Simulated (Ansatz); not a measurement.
A nudged elastic band was laid between two geometries of BH3O + H2 (7 atoms, charge 0, multiplicity 1).

Theory: RKS PBE-D4/def2-SVP (Ansatz).

```yaml
movable_images: 7
climbing_image: yes
spring: 5.0 eV/Å²
optimiser: quadratic models (default)
start_path: through a guess of the saddle point
force_threshold: 0.05 eV/Å
iteration_limit: 60
end_points: relaxed
```

Initial state:

```xyz
7
Properties=species:S:1:pos:R:3
B -0.108 -0.918 -0.038
O -0.163 0.088 0.871
H -1.005 0.109 1.363
H 0.920 -1.008 -0.682
H -1.051 -1.682 -0.184
H 0.287 3.212 1.680
H 0.332 2.480 1.445
```

Final state:

```xyz
7
Properties=species:S:1:pos:R:3
B -0.084 0.164 -0.048
O -0.052 0.212 1.643
H -0.939 0.505 1.932
H 1.059 -0.179 -0.325
H -0.950 -0.673 -0.268
H -0.376 1.315 -0.373
H 0.555 0.937 1.893
```

(1) What changes between the two ends?

(2) Give the energies along the band, and the barrier.

(3) What is the geometry of the highest image?

(4) What are the harmonic wavenumbers there?

Results:

(1) Bonds broken: H6–H7. Bonds formed: B1–H6, O2–H7. BH3O + H2 becomes BH5O.

(2) The run converged. The highest image is number 6 of 0 to 8, 1.39 eV above the first end and 0.73 eV above the last; the last end lies 0.66 eV above the first. A vibrational analysis at the climbing image gives one clearly imaginary mode, 1142i cm⁻¹: a first-order saddle point. The orbitals stay closed-shell, which can raise the energy where a bond breaks towards radicals; this wasn't checked here.

```csv
image,path coordinate (Å),energy (eV),H6–H7 (Å),B1–H6 (Å),O2–H7 (Å)
0,0.00,0.00,0.77,4.49,2.51
1,0.78,0.01,0.77,4.19,2.53
2,1.56,0.02,0.77,3.82,2.64
3,2.34,0.03,0.77,3.39,2.85
4,3.12,0.07,0.77,2.66,2.70
5,3.90,0.37,0.77,1.99,2.07
6,4.68,1.39,1.04,1.36,1.30
7,5.60,0.70,2.13,1.23,0.98
8,6.52,0.66,2.48,1.23,0.98
```

(3) 
```xyz
7
Properties=species:S:1:pos:R:3
B 0.013 0.065 0.187
O 0.033 0.189 1.768
H -0.881 0.065 2.085
H 1.074 -0.328 -0.251
H -1.040 -0.336 -0.275
H 0.019 1.409 -0.038
H -0.006 1.216 0.981
```

(4) 1142i, 480, 789, 810, 993, 1019, 1061, 1129, 1214, 1337, 2035, 2136, 2502, 2606, 3715 cm⁻¹.

Run time: 2.2 min on 1 thread of Arm Neoverse V1 (shared host), peak memory 0.096 GiB.
